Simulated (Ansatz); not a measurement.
# Al₂B+ (quintet): from Hartree-Fock to the top rungs, def2-QZVPP

The task here is to estimate one member of a computed series from the others.

The runs use Ansatz 0.2.0, Gaussian basis; def2-QZVPP, core rule «outside noble gas», up to 11 orbitals frozen.

To be run: UHF; ROHF; CCSD(T) on UHF.

5 further runs of the same task are left out: 1 that didn't finish, 4 set aside as unsound or not needed.

## The system

The geometry is a PBE0/def2-TZVP stationary point (not a proven minimum) of the parent state, kept for this charge and spin.

3 atoms, charge 1, spin multiplicity 5.

Atoms are counted from 1 here; the program's logs count them from 0.

Bond lengths: Al1–B2 2.078 Å, B2–Al3 2.078 Å. Angles: Al1–B2–Al3 90.5°.

Set-up of the first run:

in.yaml

```yaml
crystal:
  periodic: [false, false, false]
  atoms:
    - {symbol: Al, position_ang: [0.000000, -0.244231, 1.475660]}
    - {symbol: B, position_ang: [0.000000, 1.219080, 0.000000]}
    - {symbol: Al, position_ang: [0.000000, -0.244231, -1.475660]}
basis:
  gaussian: {orbitals: "def2-QZVPP.json"}
total_charge: 1
magnetization: {spin_polarized: true, initial_magnetization: 4}
hamiltonian: {xc: hf}
output: {orbitals: {seedname: orbitals}}
```

Started as:

```console
> ansatz run in.yaml --threads 1 --pin off --events-out ev --progress --plain --max-ram 2393MiB
```

Steps of the session up to this table: UHF; ROHF; CCSD(T) on UHF.

One of the session's tables, all rows but one given; the rest of the session is left out.

It belongs to the step «Misses and costs». 

```
  method  from UCCSD(T) (meV)
    ROHF              +5187.8
     UHF                    ?
    UMP2              +1020.9
   UCCSD               +303.1
UCCSD(T)                    0
```

**Question.** Estimate the row for UHF.

The run gave: from UCCSD(T) (meV): +4829.7. In the column «from UCCSD(T) (meV)» it lies between UMP2 (+1020.9) and ROHF (+5187.8).
